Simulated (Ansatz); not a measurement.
Reaction (SMILES): FC=C → F[C-]=C + H+
B3LYP-D3(BJ)/def2-TZVP geometries, fixed; electronic energies without zero-point terms.

Basis-set convergence of the deprotonation energy at PBE with Ansatz (a first-principles code). Cartesian d functions, on some or all atoms, in 6-31G*, 6-31+G*; all else is spherical. The proton leaves the site shown, which need not be the most acidic. No added dispersion term, no relativity. Functions are those of the species that has most. Reference: the value in aug-pcseg-3, 395.34 kcal/mol, itself unsure by roughly 0.31 kcal/mol (its mean distance from aug-cc-pVQZ, def2-QZVPPD). Deviations are taken from unrounded values.

```json
[
 {"basis": "6-31G*", "functions": "51", "deprotonation energy (kcal/mol)": "418.36"},
 {"basis": "6-31+G*", "functions": "63", "deprotonation energy (kcal/mol)": "392.89"},
 {"basis": "cc-pVDZ", "functions": "57", "deprotonation energy (kcal/mol)": "410.69"},
 {"basis": "aug-cc-pVDZ", "functions": "96", "deprotonation energy (kcal/mol)": "392.48"},
 {"basis": "def2-SVP", "functions": "57", "deprotonation energy (kcal/mol)": "411.06"},
 {"basis": "def2-SVPD", "functions": "87", "deprotonation energy (kcal/mol)": "397.31"},
 {"basis": "pcseg-1", "functions": "57", "deprotonation energy (kcal/mol)": "403.28"},
 {"basis": "aug-pcseg-1", "functions": "96", "deprotonation energy (kcal/mol)": "392.48"},
 {"basis": "6-311G**", "functions": "72", "deprotonation energy (kcal/mol)": "407.22"},
 {"basis": "6-311+G**", "functions": "84", "deprotonation energy (kcal/mol)": "394.26"},
 {"basis": "def2-TZVP", "functions": "111", "deprotonation energy (kcal/mol)": "400.41"},
 {"basis": "def2-TZVPD", "functions": "141", "deprotonation energy (kcal/mol)": "396.13"},
 {"basis": "cc-pVTZ", "functions": "132", "deprotonation energy (kcal/mol)": "404.10"},
 {"basis": "aug-cc-pVTZ", "functions": "207", "deprotonation energy (kcal/mol)": "395.05"},
 {"basis": "pcseg-2", "functions": "132", "deprotonation energy (kcal/mol)": "398.25"},
 {"basis": "aug-pcseg-2", "functions": "207", "deprotonation energy (kcal/mol)": "395.25"},
 {"basis": "def2-TZVPP", "functions": "135", "deprotonation energy (kcal/mol)": "400.64"},
 {"basis": "def2-TZVPPD", "functions": "165", "deprotonation energy (kcal/mol)": "396.38"},
 {"basis": "cc-pVQZ", "functions": "255", "deprotonation energy (kcal/mol)": "400.46"},
 {"basis": "aug-cc-pVQZ", "functions": "378", "deprotonation energy (kcal/mol)": "395.33"},
 {"basis": "def2-QZVPP", "functions": "261", "deprotonation energy (kcal/mol)": "397.85"},
 {"basis": "def2-QZVPPD", "functions": "291", "deprotonation energy (kcal/mol)": "395.94"},
 {"basis": "pcseg-3", "functions": "279", "deprotonation energy (kcal/mol)": "396.09"},
 {"basis": "aug-pcseg-3", "functions": "402", "deprotonation energy (kcal/mol)": "395.34"}
]
```

What the diffuse functions change, pair by pair:
- 6-31G* to 6-31+G*: 12 more functions, deviation 23.02 to -2.46 kcal/mol
- cc-pVDZ to aug-cc-pVDZ: 39 more functions, deviation 15.35 to -2.86 kcal/mol
- def2-SVP to def2-SVPD: 30 more functions, deviation 15.72 to 1.97 kcal/mol
- pcseg-1 to aug-pcseg-1: 39 more functions, deviation 7.93 to -2.86 kcal/mol
- 6-311G** to 6-311+G**: 12 more functions, deviation 11.88 to -1.08 kcal/mol
- def2-TZVP to def2-TZVPD: 30 more functions, deviation 5.07 to 0.79 kcal/mol
- cc-pVTZ to aug-cc-pVTZ: 75 more functions, deviation 8.76 to -0.30 kcal/mol
- pcseg-2 to aug-pcseg-2: 75 more functions, deviation 2.91 to -0.10 kcal/mol
- def2-TZVPP to def2-TZVPPD: 30 more functions, deviation 5.30 to 1.04 kcal/mol
- cc-pVQZ to aug-cc-pVQZ: 123 more functions, deviation 5.12 to -0.01 kcal/mol
- def2-QZVPP to def2-QZVPPD: 30 more functions, deviation 2.51 to 0.60 kcal/mol
- pcseg-3 to aug-pcseg-3: 123 more functions, deviation 0.75 to 0.00 kcal/mol

Leaving out the reference's own pair, they bring the value nearer the reference by more than 0.31 kcal/mol in 11 of 11 pairs.
